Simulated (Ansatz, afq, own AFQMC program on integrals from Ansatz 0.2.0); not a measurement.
AFQMC on a folder of integrals that Ansatz 0.2.0 wrote.

```yaml
crystal:
  periodic: [false, false, false]
  atoms:
    - {symbol: S, position_ang: [0.000000, 0.000000, 0.000000]}
basis:
  gaussian: {orbitals: 6-31G}
magnetization: {spin_polarized: true, initial_magnetization: 2}
correlation: {method: ccsd_t, electrons: outside_noble_gas, hamiltonian_folder: ham}
```

```sh
$ ansatz run in.yaml --threads 1 --pin off --events-out ev --progress --plain --max-ram 16896MiB --backend cuda --devices 0, --max-vram 18GiB
```

Options of the walk:

```
--method free --trial cisd --walkers 4000 --time-step 0.03 --max-blocks 4000 --target-error 0.00018 --factor-cut 1e-05 --seed 6212 --times 0,0.3,0.6,1.2,1.8,2.4,3.6,4.8,6 --taylor-order 8
```

Times are imaginary, in 1/Eh. The walk had a cap of 61 s.

Log:

```
orbitals 8  electrons 4 2  factors 29 of 59
reference energy -397.47141421 Eh
CCSD correlation -0.02291625 Eh in 8 cycles, weight of the determinant in the CISD state 0.9853
repeat  energy at the last time / Eh  error
    10  -397.494563  0.000005
    20  -397.494565  0.000004
    30  -397.494566  0.000004
time / (1/Eh)  energy / Eh  error  mean overlap
  0.00  -397.494328  0.000001  1.0149
  0.30  -397.494451  0.000002  1.0151
  0.60  -397.494503  0.000003  1.0156
  1.20  -397.494541  0.000003  1.0150
  1.80  -397.494552  0.000003  1.0156
  2.40  -397.494558  0.000004  1.0169
  3.60  -397.494563  0.000004  1.0163
  4.80  -397.494557  0.000004  1.0166
  6.00  -397.494565  0.000003  1.0145
energy -397.494565 +/- 0.000003 Eh
```

The run passed its tests (error under three times the target), which doesn't prove that it has relaxed.

Against this walk (error 0.1 meV) on the same determinant: CCSD(T) 1.3 meV higher, CCSDT(Q) 0.0 meV higher (within the noise), CCSDTQ 0.1 meV higher (within the noise), full CI 0.1 meV higher (within the noise). The error is statistical, and a free projection of finite length keeps a remainder of its start.

Cautions: remainder of the start not in the error.

The walk took 12 s on 1 × NVIDIA H100 80GB HBM3 with 2 threads of AMD EPYC 7R13 Processor (Zen 3), on a shared host (the card was shared). The log's last line is the free-projection energy.

CCSDT and higher add their correlation energy to the determinant of the CCSD(T) run, since their own runs factorise the integrals more tightly (a shift of under 2 meV). A walk keeps the symmetry of its determinant, which the program's search chose and which needn't be the lowest solution, so a lower state of the same spin and another symmetry isn't excluded.
